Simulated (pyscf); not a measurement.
A first-order saddle from PySCF, ωB97X-D3(BJ)/def2-SVP:

```xyz
9

O      1.2083    -0.5674     0.5065
B      0.1931     0.1121    -0.0708
Cl    -1.7797     2.3988     0.5247
Cl    -1.1154    -0.8281    -0.8453
H      1.1162    -1.5260     0.4206
B      0.1606     1.8161    -0.1141
H     -0.4185     2.6060     1.0159
H      0.3595     2.4737    -1.1016
H      0.7257     2.3512     0.8912
```

Surface: singlet, charge 0. Lowest wavenumbers (cm⁻¹): 756i, 24, 105, 234, 362.

Question: What reaction is this the transition state of?

Answer: HO–B(Cl)–BH–Cl (SMILES OB(Cl)BCl) + H₂ (SMILES [H][H]) ⇌ H₂B–B(OH)–Cl (SMILES BB(O)Cl) + HCl (SMILES Cl), a four-centre exchange read from left to right: B–Cl, H–H broken and Cl–H, B–H formed. At ωB97M-D3(BJ)/def2-TZVP it lies +24.4 kcal/mol from the left side and +6.3 kcal/mol from the right (each side as separated species at their lowest minima found). On the product side the descent ends in a complex, 5.2 kcal/mol under the separated species and 11.6 kcal/mol under the saddle at ωB97X-D3(BJ)/def2-TZVP. One saddle was located; it need not be the lowest between these sides.
